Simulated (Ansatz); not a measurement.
Structure relaxation of Fe₂Sb

Computed with DFT PBE, scalar-relativistic, plane waves, PAW (Ansatz). Cutoff 420 eV, Γ-centred k mesh, Gaussian smearing, collinear spin, first started from parallel moments.

The start puts Fe₂Sb on the cuprite structure type (Pn-3m, No. 224), with Sb in place of O, Fe in place of Cu, at a guessed volume.

```xyz
6
Lattice="4.8223 0.0000 0.0000 0.0000 4.8223 0.0000 0.0000 0.0000 4.8223" Properties=species:S:1:pos:R:3 pbc="T T T"
Fe    1.2056    1.2056    1.2056
Fe    1.2056    3.6168    3.6168
Fe    3.6168    3.6168    1.2056
Fe    3.6168    1.2056    3.6168
Sb    0.0000    0.0000    0.0000
Sb    2.4112    2.4112    2.4112
```

Cell and atoms relax at zero pressure; the relaxation can't lower the symmetry of the start. After a coarse first stage the cell is made exact in the group found at 0.06 Å.

The zero of energy is the elements' standard structures at the same level; no fitted shifts are applied.

Which crystal results?

It keeps Pn-3m (No. 224). The result has the cuprite structure. Conventional cell: a = 5.806 Å. Around Fe lie 2 Sb at 2.51 Å; Sb has 4 Fe at 2.51 Å.

Space group Pn-3m:1 (No. 224). a = 5.806 Å, b = 5.806 Å, c = 5.806 Å, α = 90.00°, β = 90.00°, γ = 90.00°
```tsv
atom	site	symmetry	x	y	z
Fe	4b	.-3m	0.2500	0.2500	0.2500
Sb	2a	-43m	0.0000	0.0000	0.0000
```

What are its volume, energy, gap and moment?

The volume per atom is 32.62 Å³ and the density is 3.96 g/cm³. The energy over the elements is 1.62 eV/atom. The gap on the 8×8×8 mesh is 0 eV (a metal), the net moment per atom is 2.33 μB and the largest site moment is 3.19 μB.

The final run used a 8×8×8 mesh on its 6-atom cell and 0.10 eV smearing. The k mesh leaves about 4 meV/atom of noise in metals. Spin–orbit coupling is left out. Symmetry constrained the relaxation, so the result can be a saddle point.

Cost: 3 runs of about 5.5 core-minutes in all, on Arm Neoverse V2 (shared hosts).